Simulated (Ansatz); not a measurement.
# C3H6F2: basis-set convergence

How large a basis does C3H6F2 need? Two functionals are run in growing sets.

The runs use Ansatz 0.2.0, Gaussian basis; one geometry, several basis sets.

Plan: PBE0-D4/def2-SVP; ωB97M-V/def2-SVP; PBE0-D4/def2-QZVPP; ωB97M-V/def2-QZVPP; the functionals' def2-TZVPP values are taken from earlier runs.

## (1) Structure used throughout

All runs share one geometry, relaxed beforehand with PBE0-D4 in a triple-zeta def2 set.

SMILES `CC(C)(F)F`, 11 atoms, charge 0, spin multiplicity 1.

Atoms are counted from 1 here; the program's logs count them from 0.

Bond lengths: C1–C2 1.504 Å, C1–H6 1.090 Å, C1–H7 1.090 Å, C1–H8 1.090 Å, C2–C3 1.504 Å, C2–F4 1.370 Å, C2–F5 1.370 Å, C3–H9 1.090 Å, C3–H10 1.090 Å, C3–H11 1.090 Å. Angles: C2–C1–H6 109.2°, C2–C1–H7 110.1°, C2–C1–H8 110.0°, H6–C1–H7 109.2°, H6–C1–H8 109.2°, H7–C1–H8 109.1°, C1–C2–C3 116.0°, C1–C2–F4 108.7°, C1–C2–F5 108.7°, C3–C2–F4 108.7°, C3–C2–F5 108.7°, F4–C2–F5 105.6°, C2–C3–H9 110.0°, C2–C3–H10 109.2°, C2–C3–H11 110.1°, H9–C3–H10 109.2°, H9–C3–H11 109.1°, H10–C3–H11 109.2°.

## (2) PBE0-D4 in def2-SVP

Input file in.yaml:

```yaml
crystal:
  periodic: [false, false, false]
  atoms:
    - {symbol: C, position_ang: [-1.154136, 0.441297, 0.391197]}
    - {symbol: C, position_ang: [0.152158, 0.368092, -0.351352]}
    - {symbol: C, position_ang: [1.022092, -0.819062, -0.039868]}
    - {symbol: F, position_ang: [-0.106471, 0.381808, -1.696997]}
    - {symbol: F, position_ang: [0.864191, 1.511816, -0.100856]}
    - {symbol: H, position_ang: [-1.692034, 1.338404, 0.083859]}
    - {symbol: H, position_ang: [-0.971717, 0.483256, 1.465289]}
    - {symbol: H, position_ang: [-1.761717, -0.435543, 0.166030]}
    - {symbol: H, position_ang: [1.285470, -0.822050, 1.018116]}
    - {symbol: H, position_ang: [1.933322, -0.762632, -0.635741]}
    - {symbol: H, position_ang: [0.494141, -1.742484, -0.279176]}
basis:
  gaussian: {orbitals: def2-SVP}
hamiltonian: {xc: pbe0, dispersion: d4}
output: {orbitals: {seedname: orbitals}}
```

Run with:

```
$ ansatz run in.yaml --threads 4 --pin off --events-out ev --progress --plain --max-ram 10444MiB
```

After this run come: ωB97M-V in def2-SVP; PBE0-D4 in def2-QZVPP; ωB97M-V in def2-QZVPP.

Q: Predict the results of all the runs planned. Wanted: PBE0-D4: double and triple zeta above quadruple; ωB97M-V: double and triple zeta above quadruple.

As calculated:

| quantity | value |
| --- | --- |
| PBE0-D4: double and triple zeta above quadruple | 10.63, 0.46 eV |
| ωB97M-V: double and triple zeta above quadruple | 10.98, 0.44 eV |

PBE0-D4 gains 10.18 eV from double to triple zeta, then 0.46 eV more. Total energies overstate the basis error of differences, where much of it tends to cancel. The LUMO of ωB97M-V is positive and keeps falling with the basis (3.46 to 1.82 eV): an unbound level that the basis holds in place.
